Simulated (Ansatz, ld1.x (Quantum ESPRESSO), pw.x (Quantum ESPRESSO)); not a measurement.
## pw.x on fcc Al: one setting changed

Potential: PAW, ld1.x (Quantum ESPRESSO) 7.5, PBE; core [Ne], reference 3s2 3p0.5; waves: 3s (bound): rcut 1.25, rcutus 1.65 bohr; 3s channel at 1.35 Ry: rcut 1.25, rcutus 1.65 bohr; 3p (bound): rcut 2.20, rcutus 2.90 bohr; 3p channel at -0.1 Ry: rcut 2.20, rcutus 2.90 bohr; 3d channel at 0.05 Ry: rcut 2.10, rcutus 2.70 bohr; local part: all-electron potential smoothed inside 2.50 bohr (lloc = -2); core correction: Bessel-smoothed model core inside 0.90 bohr; augmentation: PSQ, inside the norm-conserving radii.

The reference run (k-mesh 14³, cutoffs 40/320 Ry, Fermi–Dirac 0.01 Ry, mixing_beta 0.4, conv_thr 1e-9, no spin) gives 0.37 GPa at 16.527 Å³/atom, where all-electron LAPW gives -0.17 GPa. This run, with its own iteration cap, changes k-mesh points per axis to 3.

```
&control
  calculation='scf', prefix='x', pseudo_dir='./', outdir='./tmp', tstress=.true., disk_io='none'
/
&system
  ibrav=0, nat=1, ntyp=1, ecutwfc=40, ecutrho=320, nbnd=8,
  occupations='smearing', smearing='fd', degauss=0.01
/
&electrons
  conv_thr=1e-09, mixing_beta=0.4, electron_maxstep=60
/
ATOMIC_SPECIES
Al 1.0 Al.UPF
CELL_PARAMETERS angstrom
  0.00000000 2.02172157 2.02172157
  2.02172157 0.00000000 2.02172157
  2.02172157 2.02172157 0.00000000
ATOMIC_POSITIONS crystal
Al 0.0000 0.0000 0.0000
K_POINTS automatic
3 3 3 0 0 0
```

```bash
pw.x < Al.scf.in > Al.scf.out
```

Task: How does the run end?

Result: It converges in 7 iterations; the free energy moves by +542.4 meV/atom and the pressure by -1.19 GPa.

```
Message from routine setup:
     using ibrav=0 with symmetry is DISCOURAGED, use correct ibrav instead
     lattice parameter (alat)  =       5.4030  a.u.
     unit-cell volume          =     111.5297 (a.u.)^3
     number of electrons       =         3.00
     number of Kohn-Sham states=            8
     kinetic-energy cutoff     =      40.0000  Ry
     charge density cutoff     =     320.0000  Ry
     scf convergence threshold =      1.0E-09
     Exchange-correlation= SLA  PW   PBX  PBC
     number of k points=     4  Fermi-Dirac smearing, width (Ry)=  0.0100
     iteration #  1     ecut=    40.00 Ry     beta= 0.40
     total energy              =     -39.46628009 Ry
     estimated scf accuracy    <       0.01659932 Ry
     iteration #  2     ecut=    40.00 Ry     beta= 0.40
     total energy              =     -39.46463932 Ry
     estimated scf accuracy    <       0.00568535 Ry
     iteration #  3     ecut=    40.00 Ry     beta= 0.40
     total energy              =     -39.46475743 Ry
     estimated scf accuracy    <       0.00000617 Ry
     iteration #  4     ecut=    40.00 Ry     beta= 0.40
     total energy              =     -39.46475947 Ry
     estimated scf accuracy    <       0.00000112 Ry
     iteration #  5     ecut=    40.00 Ry     beta= 0.40
     total energy              =     -39.46475948 Ry
     estimated scf accuracy    <       0.00000002 Ry
     iteration #  6     ecut=    40.00 Ry     beta= 0.40
     total energy              =     -39.46475948 Ry
     estimated scf accuracy    <          2.6E-09 Ry
     iteration #  7     ecut=    40.00 Ry     beta= 0.40
     the Fermi energy is     8.0083 ev
!    total energy              =     -39.46475948 Ry
     estimated scf accuracy    <          1.6E-11 Ry
     smearing contrib. (-TS)   =      -0.00390550 Ry
     The total energy is F=E-TS. E is the sum of the following terms:
     one-electron contribution =       3.20555417 Ry
     hartree contribution      =       0.01037840 Ry
     xc contribution           =     -16.69181863 Ry
     ewald contribution        =      -5.40030859 Ry
     one-center paw contrib.   =     -20.58465933 Ry
     convergence has been achieved in   7 iterations
          total   stress  (Ry/bohr**3)                   (kbar)     P=       -8.26
     Message from routine punch:
     Nothing written, as per user request (disk_io='none')
```

The run took about 2.4 s on one core of a shared host (Neoverse-V1, 32 threads, 247 GiB, load 22).
